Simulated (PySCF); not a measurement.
Calculated properties of acetyl fluoride, `CC(=O)F`

Compound: acetyl fluoride, C2H3FO.
Atom-mapped SMILES: `[CH3:1][C:2](=[O:3])[F:4]` (hydrogens: H5, H6, H7 on C1)

Cartesian coordinates in Å at the GFN2-xTB level; atoms count from 1:
```xyz
7
C2H3FO angstrom
C     -0.6541   -0.0909   -0.0149
C      0.8291   -0.0248   -0.0112
O      1.6374   -0.8718   -0.1393
F      1.2432    1.2657    0.1789
H     -1.0301    0.2944    0.9316
H     -0.9828   -1.1146   -0.1634
H     -1.0394    0.5470   -0.8088
```

GFN2-xTB geometry:

```yaml
Point_group_of_the_GFN2-xTB_geometry: Cs
Rotational_constants_A_B_C_of_the_GFN2-xTB_geometry: 11.113, 9.708, 5.353 GHz
```

From B3LYP/def2-SVPD ground state and vertical TDDFT (core frozen in the response) (PySCF):

```yaml
Dipole_moment: 3.07 D
HOMO_energy: -8.94 eV
LUMO_energy: -0.93 eV
HOMO–LUMO_gap: 8.01 eV
Lowest_singlet_excitation: 6.05 eV (205 nm, f = 0.001)
Strongest_line_among_the_8_lowest_singlet_transitions: S8 at 10.03 eV (124 nm, f = 0.115)
Lowest_triplet_excitation_Tamm–Dancoff: 5.46 eV
Static_isotropic_polarisability: 29.5 au
Electronic_spatial_extent_⟨r²⟩_about_the_centre_of_nuclear_charge: 243 bohr²
```

From delta-SCF UKS SCAN, pcX-2 on the ionised atom, pcseg-1 elsewhere, spin-free X2C (PySCF):

```yaml
Core_binding_energies: C1s 292.2 (C1), C1s 296.3 (C2), O1s 539.1 (O3), F1s 693.3 (F4) eV
```

Monoisotopic mass from the formula: 62.0168 u.

S1 lies 1.96 eV below the HOMO–LUMO gap; its leading configuration is HOMO→LUMO, weight 0.99. The polarisability is 4.37 Å³ as a volume (1 au = 0.148185 Å³), or 0.92 au for each of the 32 electrons. The 8 singlets span 6.05 to 10.03 eV, and their oscillator strengths add up to 0.30. The rotational constants make it an asymmetric top with κ = (2B − A − C)/(A − C) = 0.51, nearer the oblate limit (+1). The principal polarisabilities are 23.6, 30.3 and 34.6 au; their mean is the isotropic value.

Isolated species at its GFN2-xTB geometry, gas phase.
